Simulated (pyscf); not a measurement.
Structures and frequencies: ωB97X-D3(BJ)/def2-SVP in PySCF.

SMILES: [NH2][Sc]([NH2])[NH2]
```xyz
10

N     -2.7608    -0.4639    -1.4110
Sc    -0.8033    -0.5007    -1.0854
N      0.4577    -0.4776    -2.6174
N     -0.1004    -0.5587     0.7696
H     -3.4965    -0.4709    -0.7055
H     -3.2249    -0.4335    -2.3181
H      0.2137    -0.4490    -3.6067
H      1.4757    -0.4923    -2.5666
H     -0.6482    -0.5721     1.6292
H      0.8803    -0.5790     1.0468
```
Charge 0, spin multiplicity 1.

Task: How much does it cost (ΔH, 298 K, ωB97M-D3(BJ)/def2-TZVP) to split H₂N–Sc(NH₂)–NH₂ (SMILES [NH2][Sc]([NH2])[NH2]) at its N–Sc bond into NH₂• + [H₂N–Sc–NH₂]•?

Result: N–Sc to NH₂• + [H₂N–Sc–NH₂]•: 102.7 kcal/mol. The 7 functionals that were run give +98.4 (r²SCAN) to +104.5 kcal/mol (ωB97X-D3(BJ)/def2-TZVP). The radicals are drawn with the spin at the cut bond; how far it spreads was not checked. Other isomers of [H₂N–Sc–NH₂]• were not searched in full and may lie lower. Open-shell species with a d-block atom are single-reference here; other states, and whether the spin sits on metal or ligand, were not checked.
